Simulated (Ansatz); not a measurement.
# Al2H2: the cost of one run

Program: Ansatz 0.2.0, Gaussian basis. Level of theory: def2-QZVPP, core rule «outside noble gas», up to 10 orbitals frozen. These are calculated values, not measurements.

To be run: UHF; ROHF; CCSD(T) on UHF.

2 further runs of the same task are left out: 2 set aside as unsound or not needed.

### Step 1. What is computed

The geometry is a PBE0/def2-TZVP stationary point (not a proven minimum) of the parent state, kept for this charge and spin.

4 atoms, charge 1, spin multiplicity 2.

Atoms are counted from 1 here; the program's logs count them from 0.

Bond lengths: Al1–Al2 2.300 Å, Al1–H3 1.575 Å, Al2–H4 1.575 Å. Angles: Al2–Al1–H3 180.0°, Al1–Al2–H4 180.0°.

### Step 2. UHF

in.yaml reads:

```yaml
crystal:
  periodic: [false, false, false]
  atoms:
    - {symbol: Al, position_ang: [0.000000, 0.000000, 1.150006]}
    - {symbol: Al, position_ang: [0.000000, 0.000000, -1.150006]}
    - {symbol: H, position_ang: [0.000000, 0.000000, 2.724549]}
    - {symbol: H, position_ang: [0.000000, 0.000000, -2.724549]}
basis:
  gaussian: {orbitals: "def2-QZVPP.json"}
total_charge: 1
magnetization: {spin_polarized: true, initial_magnetization: 1}
hamiltonian: {xc: hf}
output: {orbitals: {seedname: orbitals}}
```

Launch:

```bash
$ ansatz run in.yaml --threads 1 --pin off --events-out ev --progress --plain --max-ram 2393MiB
```

**Question.** How long does this run take on 1 thread of Arm Neoverse V2, shared host, and how much memory does it need?

About 6 s, with a peak of 0.39 GiB.
